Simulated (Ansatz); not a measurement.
Input file:

```yaml
crystal:
  periodic: [false, false, false]
  atoms:
    - {symbol: Sn, position_ang: [0.000000, 0.000000, 0.000000]}
    - {symbol: H, position_ang: [0.000000, 0.000000, 1.443000]}
basis:
  gaussian: {orbitals: def2-TZVPP}
total_charge: 1
magnetization: {spin_polarized: false}
hamiltonian: {xc: {name: r2SCAN}}
correlation: {method: bccd, electrons: valence}
scf: {omitted_lower_state_checks: [cluster_reference]}
```

```sh
$ ansatz run in.yaml --threads 1 --pin off --events-out ev --progress --plain --max-ram 2393MiB
```

The program prints:

```
these checks for a lower state are left out or cut short: cluster_reference
558 factors; integrals over basis functions are off by at most 1.0e-3 eV
mean field evaluation 1: about -5839.2198 eV, gradient 2.0e1 eV
mean field evaluation 2: about -5839.2194 eV, gradient 2.0e1 eV
mean field evaluation 4: about -5840.2350 eV, gradient 1.7e0 eV
mean field evaluation 8: about -5840.2386 eV, gradient 6.8e-2 eV
mean field -5840.23860435 eV, -214.6248100541 hartree, gradient 7.2e-6 eV, S^2 0.000000; 0 other end points of the search recorded, 0 dependent functions left out
4 core orbitals not correlated: weight in the atoms' cores, before any rotation towards them, 1.000 or more for the frozen orbitals, at most 0.000 for the correlated occupied ones
reference -5812.64866160 eV, -213.6108983592 hartree; 7, 7 occupied and 53, 53 virtual orbitals, 558 factors
second order -7.96324483 eV of doubles, -0.20927088 eV of singles
cycle   1  -7.76230800 eV  change    4.1e-1 eV  update   5.7e-2
cycle   2  -7.92915138 eV  change   -1.7e-1 eV  update   1.8e-2
cycle   3  -7.95804951 eV  change   -2.9e-2 eV  update   8.0e-3
cycle   4  -7.95490350 eV  change    3.1e-3 eV  update   1.9e-3
cycle   5  -7.95522297 eV  change   -3.2e-4 eV  update   6.2e-4
cycle   6  -7.95523307 eV  change   -1.0e-5 eV  update   1.6e-4
cycle   7  -7.95521854 eV  change    1.5e-5 eV  update   4.2e-5
cycle   8  -7.95522758 eV  change   -9.0e-6 eV  update   1.1e-5
Total energy: -5820.60388918 eV, -213.9032475803 hartree
Checks for a lower state left out: cluster_reference
```

Ran on 1 thread of Arm Neoverse V1, shared host: 2.9 s wall, 0.16 GiB peak host memory.
